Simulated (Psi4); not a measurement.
**SO2F2 (sulfuryl fluoride): wB97X-D/aug-cc-pVDZ**

Wanted: a single-point energy of SO2F2 (sulfuryl fluoride). 

The results are computed with Psi4 1.11.

3 further runs of the same task are left out: 3 set aside as unsound or not needed. Runs told in other sessions of the task aren't counted.

**1. Starting point**

The species is SO2F2 (5 atoms), meant as a singlet with charge 0. As SMILES, `O=S(=O)(F)F`. The coordinates come from a PBE0-D4/def2-TZVP relaxation.

Bond lengths: O1–S2 1.404 Å, S2–O3 1.404 Å, S2–F4 1.539 Å, S2–F5 1.539 Å. Angles: O1–S2–O3 124.9°, O1–S2–F4 108.1°, O1–S2–F5 108.1°, O3–S2–F4 108.1°, O3–S2–F5 108.1°, F4–S2–F5 95.6°.

**2. A single-point energy at wB97X-D/aug-cc-pVDZ**

calc.inp

```
memory 1600 mb

molecule molecule1 {
  0 1
  O     -0.388200    -0.151100     1.421700
  S      0.070900    -0.096900     0.095900
  O      1.129600    -0.862200    -0.418700
  F     -1.140900    -0.267600    -0.837400
  F      0.328600     1.377800    -0.261400
  symmetry c1
}

set {
  basis                aug-cc-pVDZ
  puream               true
  scf_type             pk
  dft_radial_points    250
  dft_spherical_points 1202
}

energy("wb97x-d")
print_variables()
```

Run with:

```
$ psi4 calc.inp calc.out -n 1
```

Q: Predict the results. Wanted: total energy; dipole moment; HOMO energy; LUMO energy; HOMO–LUMO gap; dispersion energy.

Computed results:

At wB97X-D/aug-cc-pVDZ:

```
         quantity          value
     total energy  -748.17753 Eh
    dipole moment         1.10 D
      HOMO energy      -12.55 eV
      LUMO energy        1.15 eV
    HOMO–LUMO gap       13.69 eV
dispersion energy   -1.19 kJ/mol
```
